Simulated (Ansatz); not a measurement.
**CH₂BN: a ladder of functionals and wavefunction methods**

The task here is to estimate one member of a computed series from the others.

Program: Ansatz 0.2.0, Gaussian basis. Level of theory: functionals in def2-TZVPP, the program's frozen cores in correlated methods. These are calculated values, not measurements.

Levels to be run: LDA (SPW92), PBE-D4, revPBE-D4, BLYP-D4, r2SCAN-D4, B97M-V, PBE0-D4, B3LYP-D4, r2SCANh-D4, r2SCAN0-D4, HSE06-D4, BHLYP-D4, CAM-B3LYP-D4, LC-ωPBE, ωB97X-V, ωB97M-V, B2PLYP, PBE-QIDH; CCSD(T)/def2-SVP; CCSD(T)/def2-TZVPP; CCSD(T)/def2-QZVPP; extrapolation to the limit; RPA on PBE.

**The relaxed structure**

An earlier PBE0-D4 in a triple-zeta def2 set relaxation fixed the geometry.

SMILES `B1C=N1`, 5 atoms, charge 0, spin multiplicity 1.

Atoms are counted from 1 here; the program's logs count them from 0.

Bond lengths: B1–C2 1.439 Å, B1–N3 1.431 Å, B1–H4 1.179 Å, C2–N3 1.302 Å, C2–H5 1.086 Å. Angles: C2–B1–N3 54.0°, C2–B1–H4 161.4°, N3–B1–H4 144.6°, B1–C2–N3 62.7°, B1–C2–H5 167.0°, N3–C2–H5 130.3°, B1–N3–C2 63.3°.

Set-up of the first run:

Contents of in.yaml:

```yaml
crystal:
  periodic: [false, false, false]
  atoms:
    - {symbol: B, position_ang: [-0.670718, -0.126628, -0.276306]}
    - {symbol: C, position_ang: [0.617773, 0.294074, 0.208075]}
    - {symbol: N, position_ang: [0.354932, -0.980919, 0.239668]}
    - {symbol: H, position_ang: [-1.759455, -0.095879, -0.727952]}
    - {symbol: H, position_ang: [1.507367, 0.835651, 0.515115]}
basis:
  gaussian: {orbitals: def2-TZVPP}
hamiltonian: {xc: lda}
output: {orbitals: {seedname: orbitals}}
```

Started as:

```
$ ansatz run in.yaml --threads 2 --pin off --events-out ev --progress --plain --max-ram 4352MiB
```

Steps of the session up to this table: LDA; PBE-D4 (GGA); revPBE-D4 (GGA); BLYP-D4 (GGA); r2SCAN-D4 (meta-GGA); B97M-V (meta-GGA); B3LYP-D4 (hybrid); r2SCANh-D4 (hybrid); r2SCAN0-D4 (hybrid); HSE06-D4 (hybrid); BHLYP-D4 (hybrid); CAM-B3LYP-D4 (range-separated); LC-ωPBE (range-separated); ωB97X-V (range-separated); ωB97M-V (range-separated); B2PLYP (double hybrid); PBE-QIDH (double hybrid).

One of the session's tables, all rows but one given; the rest of the session is left out.

It belongs to the step «Orbital energies across the functionals». 

| functional | HOMO (eV) | gap (eV) |
| --- | --- | --- |
| LDA (SPW92) | -6.26 | 3.65 |
| PBE-D4 | -6.12 | 3.78 |
| revPBE-D4 | -6.07 | 3.83 |
| BLYP-D4 | -6.02 | 3.84 |
| r2SCAN-D4 | -6.35 | 4.32 |
| B97M-V | -6.46 | 4.58 |
| PBE0-D4 | -7.51 | 6.44 |
| B3LYP-D4 | ? | ? |
| r2SCANh-D4 | -6.88 | 5.30 |
| r2SCAN0-D4 | -7.67 | 6.77 |
| HSE06-D4 | -7.10 | 5.64 |
| BHLYP-D4 | -8.84 | 9.10 |
| CAM-B3LYP-D4 | -8.96 | 9.15 |
| LC-ωPBE | -10.34 | 11.79 |
| ωB97X-V | -9.95 | 11.34 |
| ωB97M-V | -9.86 | 11.14 |

Estimate the missing values for B3LYP-D4.

Worked estimate for «HOMO (eV)». Against the share of exact exchange, BLYP-D4 (0, -6.02), BHLYP-D4 (0.5, -8.84) give a slope of -5.64 per unit share; at 0.2 the line stands at -7.15.

**Answer.** HOMO (eV): -7.30; gap (eV): 5.96. In «HOMO (eV)» the line misses by +0.15.
